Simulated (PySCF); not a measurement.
Molecule: methyl methanesulfonate (SMILES COS(C)(=O)=O).

Bonds (- single, = double, # triple, : aromatic): C1-O2, O2-S3, S3-C4, S3=O5, S3=O6. C1 carries H7, H8, H9; C4 carries H10, H11, H12.

Frames of a GFN2-xTB Langevin trajectory at 300 K; GIAO PBE0/pcSseg-1 shieldings in PySCF 2.14.0 with density-fitted response routines, gas phase, non-relativistic; equivalent atoms averaged within each frame.

Chemical shifts δ = σref − σ; TMS for 13C (186.93 ppm) and 1H (31.72 ppm); 17O (336.08 ppm) against H2O; CS2 for 33S (503.73 ppm), all at this level. The references are static minima.

How do the shifts (ppm) fluctuate along the trajectory?

Results:


```csv
time (fs),C1,C4,O5/O6,O2,S3,H7/H8/H9,H10/H11/H12
optimised geometry,48.0,43.5,227.0,175.4,323,4.00,2.70
250,53.5,46.9,261.3,173.8,330,3.79,2.98
425,55.2,49.9,274.5,232.3,355,4.33,2.96
625,59.9,57.1,246.7,194.4,335,4.44,3.28
800,52.0,43.4,245.0,177.1,327,3.67,2.64
1000,51.2,48.8,235.1,166.1,313,4.47,3.41
mean of frames,54.4,49.2,252.5,188.7,332,4.14,3.06
standard deviation,3.4,5.1,15.4,26.4,15,0.38,0.30
```

5 frames give an uncertainty of the mean of about the standard deviation over 2.2 at best, since frames this close in time may not be independent; classical motion lacks zero-point vibration, and the reference would need the same averaging.
